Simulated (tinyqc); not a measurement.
The basis set: RHF and MP2 along a ladder of basis sets, for LiH, spin multiplicity 1. Computed by the program tinyqc with PySCF. 

Geometry (angstrom):

| atom | x | y | z |
|---|---|---|---|
| Li | 0.0000 | 0.0000 | 0.0000 |
| H | 0.0000 | 0.0000 | 1.5050 |

Same geometry throughout; the dipole is taken about the origin.

RHF and frozen-core MP2 in a ladder of bases:

| basis | functions | E(RHF) (hartree) | E(MP2 corr) (hartree) | HOMO (eV) | LUMO (eV) | dipole (debye) |
|---|---|---|---|---|---|---|
| sto-3g | 6 | -7.86338 | -0.01201 | -7.977 | 2.149 | 4.838 |
| 3-21g | 11 | -7.92730 | -0.01229 | -8.264 | 0.140 | 5.706 |
| 6-31g | 11 | -7.97706 | -0.01216 | -8.315 | 0.308 | 5.749 |
| 6-31g** | 19 | -7.97913 | -0.02046 | -8.300 | 0.309 | 5.712 |
| cc-pvdz | 19 | -7.98194 | -0.02256 | -8.310 | 0.088 | 5.758 |
| cc-pvtz | 44 | -7.98520 | -0.02736 | -8.330 | 0.043 | 5.775 |

From cc-pVDZ to cc-pVTZ the RHF energy falls by 3.3 mhartree and the correlation energy by 4.8. If valence correlation converges as X^-3, (27 E(T) - 8 E(D))/19 gives -0.0294 hartree, a rough estimate from such small X that usually falls short; STO-3G holds about 41 % of it. Beyond STO-3G the LUMO moves by 0.3 eV and the HOMO by 0.1 eV.
